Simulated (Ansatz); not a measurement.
We consider zinc-blende MgS (metastable phase), described by PBEsol-D3(BJ) (PAW; Ansatz, a first-principles code).

Numerical settings: plane-wave cutoff 520 eV, 10×10×10 k mesh, Fermi–Dirac smearing 0.01 eV, scalar-relativistic PAW data made under PBE.

Energies at three volumes about the minimum:

```
V (Å³/atom)  E − E_lowest (meV/atom)
-----------  -----------------------
21.485                          1.75
21.923                          0.00
22.362                          1.61
```

### Question
Fit a parabola by hand: where is the minimum, what lattice constant follows, and what is the bulk modulus?

### Answer
Slopes: (0.00 − 1.75)/(21.923 − 21.485) = -3.995 and (1.61 − 0.00)/(22.362 − 21.923) = 3.667 meV/Å³. Curvature E″ = 2 × (3.667 − (-3.995))/(22.362 − 21.485) = 17.473 meV/Å⁶. From the middle of the first interval, the slope vanishes at V0 = 21.7040 − (-3.995)/17.473 = 21.933 Å³/atom. B = V0 E″ = 21.933 × 17.473 meV/Å³ × 0.1602 GPa per meV/Å³ = 61.4 GPa. With 8 atoms in the cube, a = (8 × 21.933)^(1/3) = 5.598 Å. The full Birch–Murnaghan fit to all volumes gives V0 = 21.925 Å³/atom and B0 = 61.3 GPa.
